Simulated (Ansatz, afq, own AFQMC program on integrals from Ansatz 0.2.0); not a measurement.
# BNH₂, triplet in cc-pVDZ, levels against CCSDT(Q)

```xyz
4

B     0.0000   -0.1240    0.7739
N     0.0000   -0.0224   -0.5980
H     0.0000    0.9564    1.3306
H     0.0000    0.6853   -1.3215
```

Connectivity, by distances: BH–NH.

Basis cc-pVDZ. Noble-gas cores (and the filled d shells of Ga–Kr and In–Xe) are frozen. Ansatz 0.2.0 and our own AFQMC program on the same integrals; the CISD trial comes from CCSD amplitudes, and released means the phaseless constraint is let go. Free AFQMC starts from the CCSD state and is never constrained. Its projection time is finite, and what remains of the start isn't in its error. ± is one standard error of the sampling.

Determinant: ROHF, the one that the program's search chose, which needn't be the lowest solution. The geometry is a point of a scan.

No full CI on the walks' own integrals is used here; CCSDT(Q) serves as the reference and is uncertain by about the last step of the cluster series.

Cautions: lower spins were not checked.

The T1 diagnostic is 0.0282, the weight of the determinant in the CISD state is 0.893 and the size of the correlated space is 10 electrons in 36 orbitals.

```json
{"level": "MP2", "correlation energy (eV)": "-5.4720"}
{"level": "CCSD", "correlation energy (eV)": "-6.2651"}
{"level": "CCSD(T)", "correlation energy (eV)": "-6.4451"}
```

Problem. Estimate where free-projection AFQMC lies against CCSD(T) on the same integrals.

Solution. 4.4 ± 1.3 kJ/mol below CCSD(T).

Reference: CCSDT(Q), correlation energy -6.493 eV. The released energy is read at 2.40 1/Eh (meV from the phaseless value at times in 1/Eh: -3 ± 11 at 0.24, -25 ± 11 at 0.51, -28 ± 11 at 0.99, -14 ± 13 at 1.62, -34 ± 16 at 2.40).

```
         level  E − E(reference) (kJ/mol)  share of correlation (%)
       CCSD(T)                        4.7                     99.25
         CCSDT                        1.2                     99.81
 ph-AFQMC/CISD                  3.0 ± 1.3                     99.51
released AFQMC                 -0.2 ± 1.5                    100.04
    free AFQMC                  0.3 ± 1.3                     99.96
```

Free projections are given only where their last times agree within the noise and don't stop above the reference; a slow remainder of the start can still hide under it. A walk keeps the symmetry of its determinant, which the program's search chose and which needn't be the lowest solution, so a lower state of the same spin and another symmetry isn't excluded. Released energies are given only where the last usable release times agree within the noise; a slower fall can still hide under it.
